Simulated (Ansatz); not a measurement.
Run this with Ansatz's Python interface and show what comes out.

Script `c5h9n.py`:
```python
# -*- coding: utf-8 -*-
import ansatz as az
from rdkit import Chem
from rdkit.Chem import AllChem

rd = Chem.AddHs(Chem.MolFromSmiles("C#CC(C)NC"))
ids = list(AllChem.EmbedMultipleConfs(rd, numConfs=20, randomSeed=646, pruneRmsThresh=0.4))
field = [energy for _, energy in AllChem.MMFFOptimizeMoleculeConfs(rd)]
distinct = {round(e, 2): i for i, e in zip(ids, field)}
chosen = sorted(distinct.items())[:4]
found = []
for force_field, index in chosen:
    mol = az.Crystal.molecule()
    for atom, xyz in zip(rd.GetAtoms(), rd.GetConformer(index).GetPositions()):
        mol = mol.atom(atom.GetSymbol(), xyz.round(5).tolist())
    setup = mol.calculation()
    setup = setup.basis(gaussian="6-31G*").correlation("mp2")
    found.append(setup.run(threads=1, backend="cpu").report["free_energy_ev"])
print("conformer   MMFF (kcal/mol)   this level (kcal/mol)")
for (force_field, index), e in zip(chosen, found):
    print(f"{index:9d} {force_field - chosen[0][0]:17.2f} {23.060548 * (e - min(found)):17.3f}")
```

```console
$ python c5h9n.py
conformer   MMFF (kcal/mol)   this level (kcal/mol)
        3              0.00             0.000
        2              0.38             1.751
        4              2.14             1.538
```

The conformers keep their force-field geometries. Run time: 7.4 s on 1 thread of Arm Neoverse V1 (shared host), peak memory 0.33 GiB.
